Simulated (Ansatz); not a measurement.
Born–Oppenheimer molecular dynamics of BFH2O (5 atoms, charge 0, multiplicity 1). It starts from a relaxed structure.

Computed with RKS B3LYP/6-31G* (Ansatz).

```
ensemble                      : NVE (velocity Verlet)
time step                     : 0.25 fs
steps asked                   : 250
starting velocities drawn for : 50 K
masses                        : H 10 u
seed                          : 116552
```

First frame:

```xyz
5
Properties=species:S:1:pos:R:3
B 0.015 -0.066 -0.057
F -0.071 -0.138 1.275
H 1.047 0.225 -0.572
O -1.065 -0.321 -0.827
H -1.847 -0.546 -0.296
```

Question: What does the run give?

Answer: All steps were run.

| Quantity | Value |
| --- | --- |
| steps done | 250 |
| time covered | 62.5 fs |
| mean temperature over the second half | 24 K |
| spread of the potential energy over the second half | 0.8 meV per atom |
| mean potential energy of the second half above the start | 2.0 meV per atom |

The conserved energy stayed within 0.0014 meV per atom of its start (net change 0.0008 meV per atom), so the integration is sound. Over the second half the temperature averaged 0.48 of the 50 K drawn at the start: a run that starts near a minimum puts about half its kinetic energy into the potential. A run of 0.062 ps of so small a system gives no equilibrium averages.

Question: What happens to the structure?

Answer: The same pairs are bonded in the first frame and the last. Pairs count as bonded within 1.25 times the sum of covalent radii (0.12 Å more for H–H). This is one draw of velocities; another would differ in detail.

Question: How do temperature and energy run in time?

Answer: 
```csv
time (fs),T (K),potential energy less start (eV),conserved less start (meV/atom)
0.0,50,0.000,0.00
3.0,38,0.004,0.00
6.0,21,0.011,0.00
9.0,17,0.013,0.00
12.0,16,0.013,0.00
15.0,11,0.015,0.00
18.0,14,0.014,0.00
21.0,32,0.007,0.00
24.0,44,0.002,0.00
27.0,37,0.005,0.00
30.0,24,0.010,0.00
33.0,20,0.012,0.00
36.0,17,0.013,0.00
39.0,11,0.015,0.00
42.0,12,0.015,0.00
45.0,28,0.008,0.00
48.0,43,0.003,0.00
51.0,41,0.003,0.00
54.0,30,0.008,0.00
57.0,23,0.011,0.00
60.0,20,0.012,0.00
```

Time of the run: 3.5 min on 1 thread of Arm Neoverse V1, on a shared host, peak memory 0.086 GiB.
